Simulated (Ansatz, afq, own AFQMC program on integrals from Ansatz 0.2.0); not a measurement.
Integrals from Ansatz 0.2.0, then the random walk in our own AFQMC program (afq).

```yaml
crystal:
  periodic: [false, false, false]
  atoms:
    - {symbol: Cl, position_ang: [0.000000, 0.000000, 0.000000]}
    - {symbol: H, position_ang: [0.000000, 0.000000, 2.331000]}
basis:
  gaussian: {orbitals: cc-pVDZ}
magnetization: {spin_polarized: true, initial_magnetization: 0}
correlation: {method: ccsd_t, electrons: outside_noble_gas, hamiltonian_folder: ham}
```

```sh
$ ansatz run in.yaml --threads 1 --pin off --events-out ev --progress --plain --max-ram 16896MiB --backend cuda --devices 0, --max-vram 18GiB
```

Options of the walk:

```
--method phaseless --trial hf --walkers 4000 --populations 20 --least-time 40 --time-step 0.005 --steps-per-block 20 --equilibration-blocks 160 --max-blocks 4000 --target-error 0.0017000 --factor-cut 1e-05 --start spin_pure --seed 8967 --taylor-order 6
```

Times are imaginary, in 1/Eh. The walk had a cap of 49 s. With eight or more populations the least sampling time is a fifth of least-time, and the error comes from their spread.

afq prints:

```
orbitals 18  electrons 4 4  factors 101 of 239
reference energy -459.97656630 Eh
CCSD correlation -0.13894926 Eh in 14 cycles, weight of the determinant in the CISD state 0.8075
energy of the start -459.987269 Eh
 block  time / (1/Eh)  mean weight  energy / Eh
     1     0.100  1.0007  -460.018181
     2     0.200  1.0010  -460.043440
     3     0.300  1.0011  -460.060946
     4     0.400  1.0008  -460.077069
     5     0.500  1.0007  -460.088078
     8     0.800  1.0004  -460.108319
    13     1.300  1.0000  -460.123336
    25     2.500  1.0000  -460.130701
    31     3.100  1.0000  -460.126418
    49     4.900  1.0003  -460.123971
    67     6.700  1.0001  -460.124880
    85     8.500  1.0005  -460.128104
   103    10.300  1.0002  -460.128369
   121    12.100  1.0000  -460.130146
   139    13.900  1.0000  -460.128122
   157    15.700  0.9997  -460.122599
   169    16.900  0.9999  -460.119910
   175    17.500  0.9997  -460.129939
   193    19.300  1.0001  -460.124661
   211    21.100  0.9999  -460.124942
   229    22.900  1.0001  -460.126712
   235    23.500  0.9997  -460.128038
error from the spread of 20 populations
energy -460.126529 +/- 0.000566 Eh
(rows thinned)
```

The run passed its tests (sampling time, drift between the halves within three errors, error under three times the target), which doesn't prove that it has relaxed.

Against this walk (error 15.4 meV) on the same determinant: CCSD(T) 160.3 meV higher, CCSDT(Q) 1.2 meV higher (within the noise), CCSDTQ 3.8 meV higher (within the noise), full CI 2.5 meV higher (within the noise), a separate phaseless walk with a CISD trial and standard settings 36.3 ± 15.8 meV higher. The error is statistical and leaves out the bias of the constraint. The determinant has ⟨S²⟩ = 0.86, so the low cluster orders mix in higher spin, while the walk starts as a pure singlet. The determinant is a poor start (see the cautions), so the low cluster orders aren't to be relied on, and full CI is the sure value.

Cautions: constraint bias not in the error; strong correlation (T1 0.060, weight of the determinant 0.81, largest double 0.31); unrestricted determinant spin contaminated (⟨S²⟩ 0.86 against 0.00); the CCSDT(Q) amplitudes may be one of several solutions (largest double 0.60); the CCSDTQ amplitudes may be one of several solutions (largest double 0.61).

The walk took 13 s on 1 × NVIDIA H100 80GB HBM3 with 2 threads of AMD EPYC 7R13 Processor (Zen 3), on a shared host (the card was shared). The log's last line is the phaseless energy.

CCSDT and higher add their correlation energy to the determinant of the CCSD(T) run, since their own runs factorise the integrals more tightly (a shift of under 2 meV). A walk keeps the symmetry of its determinant, which the program's search chose and which needn't be the lowest solution, so a lower state of the same spin and another symmetry isn't excluded.
